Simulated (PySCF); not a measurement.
# FH4N: the cost of one run

Computed with PySCF 2.14.0; each step states its level. No surroundings beyond the atoms listed, unless a continuum is named. Atoms count from 0, parts from 1.

## 1. The system as given

6 atoms, charge 0, multiplicity 1; geometry: GFN2-xTB. Parts: 1 = atoms 0–1, `F`, charge 0; 2 = atoms 2–5, `N`, charge 0.

## 2. Optimising the geometry at PBE0-D3(BJ)/def2-TZVPD

The job: settings as JSON, then the geometry in Å.

```
{"job": {"xc": "PBE0", "basis": "def2-TZVPD", "d3": "d3bj", "grid": 3, "kind": "geom", "shake": 0.01}, "charge": 0, "multiplicity": 1, "parts": [{"atoms": "0-1", "charge": 0, "multiplicity": 1}, {"atoms": "2-5", "charge": 0, "multiplicity": 1}]}
F      0.291253    -0.158684    -0.061843
H      1.146781    -0.237078     0.346781
N      2.532103    -0.392559     0.997376
H      3.274374     0.145116     0.486555
H      2.525196    -0.061472     1.950354
H      2.823888    -1.359530     1.005817
```

Command:

```
> OMP_NUM_THREADS=1 python cluster_run.py task.json out
```

The driver reads the jobs from task.json and runs them one after another.

Q: Estimate the wall time and peak memory of this first job on 1 thread of Arm Neoverse N1, shared host.

About 24 s, with a peak of 0.5 GiB.
